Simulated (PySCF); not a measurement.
Compound: C3H4O3.
Numbering: `[O:1]=[C:2]([OH:3])[C@@H:4]1[CH2:5][O:6]1` (hydrogens: H7 on O3; H8 on C4; H9, H10 on C5)

The same species was optimised twice, with GFN2-xTB and with PBE0-D3(BJ)/def2-SVP (PySCF), and the same property calculations (PySCF, gas phase) were run on both structures.

```
     coordinate  GFN2-xTB  PBE0-D3(BJ)/def2-SVP  change
      C5–O6 (Å)     1.388                 1.400  +0.012
      C4–O6 (Å)     1.396                 1.405  +0.009
      C2–C4 (Å)     1.499                 1.496  -0.003
      C2–O3 (Å)     1.331                 1.335  +0.004
      C4–C5 (Å)     1.473                 1.472  -0.001
      O1=C2 (Å)     1.202                 1.202   0.000
   C4–O6–C5 (°)      63.9                  63.3    -0.6
   C2–C4–O6 (°)     118.6                 118.2    -0.4
   C5–C4–O6 (°)      57.8                  58.2    +0.4
   O1–C2–O3 (°)     123.5                 123.9    +0.4
   C2–C4–C5 (°)     120.5                 120.3    -0.2
   C4–C5–O6 (°)      58.3                  58.5    +0.2
   O3–C2–C4 (°)     113.2                 113.0    -0.2
   O1–C2–C4 (°)     123.3                 123.1    -0.2
O1–C2–C4–C5 (°)      -143                  -136      +7
```

Rotational constants: A = 8102, B = 2871, C = 2452 MHz (GFN2-xTB) against A = 8035, B = 2882, C = 2461 MHz (PBE0-D3(BJ)/def2-SVP). Point groups within 0.08 Å: C1 and C1.

On the GFN2-xTB structure: lowest singlet, TDDFT (eV) 5.58 [PBE0/def2-SVPD]; lowest triplet, Tamm–Dancoff (eV) 5.04 [PBE0/def2-SVPD]; isotropic polarisability (au) 45.6 [PBE0/def2-SVPD]; HOMO (eV) -8.27 [PBE0/def2-SVPD]; LUMO (eV) -0.57 [PBE0/def2-SVPD]; dipole (D) 1.95 [PBE0/def2-SVPD]; HOMO (eV) -8.12 [PBE0/pcSseg-1]; LUMO (eV) -0.34 [PBE0/pcSseg-1]; dipole (D) 1.94 [PBE0/pcSseg-1]; GIAO shielding of O1 (ppm) -117.3 [PBE0/pcSseg-1]; GIAO shielding of C2 (ppm) 11.1 [PBE0/pcSseg-1]; GIAO shielding of O3 (ppm) 141.1 [PBE0/pcSseg-1]; GIAO shielding of C4 (ppm) 140.2 [PBE0/pcSseg-1]; GIAO shielding of C5 (ppm) 140.8 [PBE0/pcSseg-1]; GIAO shielding of O6 (ppm) 301.3 [PBE0/pcSseg-1].

**Question.** What do these properties become on the PBE0-D3(BJ)/def2-SVP structure?

**Answer.** 
```tsv
property	level	on GFN2-xTB	on PBE0-D3(BJ)/def2-SVP	change
lowest singlet, TDDFT (eV)	PBE0/def2-SVPD	5.58	5.61	+0.03
lowest triplet, Tamm–Dancoff (eV)	PBE0/def2-SVPD	5.04	5.08	+0.04
isotropic polarisability (au)	PBE0/def2-SVPD	45.6	45.8	+0.2
HOMO (eV)	PBE0/def2-SVPD	-8.27	-8.30	-0.03
LUMO (eV)	PBE0/def2-SVPD	-0.57	-0.58	-0.01
dipole (D)	PBE0/def2-SVPD	1.95	1.83	-0.12
energy, GFN2-xTB geometry as zero (kcal/mol)	PBE0/def2-SVPD	0.0	-0.5	-0.5
HOMO (eV)	PBE0/pcSseg-1	-8.12	-8.15	-0.03
LUMO (eV)	PBE0/pcSseg-1	-0.34	-0.36	-0.02
dipole (D)	PBE0/pcSseg-1	1.94	1.84	-0.10
energy, GFN2-xTB geometry as zero (kcal/mol)	PBE0/pcSseg-1	0.0	-0.6	-0.6
GIAO shielding of O1 (ppm)	PBE0/pcSseg-1	-117.3	-112.8	+4.5
GIAO shielding of C2 (ppm)	PBE0/pcSseg-1	11.1	9.7	-1.4
GIAO shielding of O3 (ppm)	PBE0/pcSseg-1	141.1	135.1	-6.0
GIAO shielding of C4 (ppm)	PBE0/pcSseg-1	140.2	138.3	-1.9
GIAO shielding of C5 (ppm)	PBE0/pcSseg-1	140.8	137.9	-2.9
GIAO shielding of O6 (ppm)	PBE0/pcSseg-1	301.3	297.9	-3.4
```

The heavy atoms differ by 0.047 Å rms after alignment. Among bonds between heavy atoms C5–O6 changes most (+0.012 Å). Changes are differences of the printed values. Neither structure is proved a minimum here.

The values belong to the conformer `[O:1]=[C:2]([OH:3])[C@@H:4]1[CH2:5][O:6]1`: O1–C2–C4–C5 -136°, H–O3–C2–O1 0°.
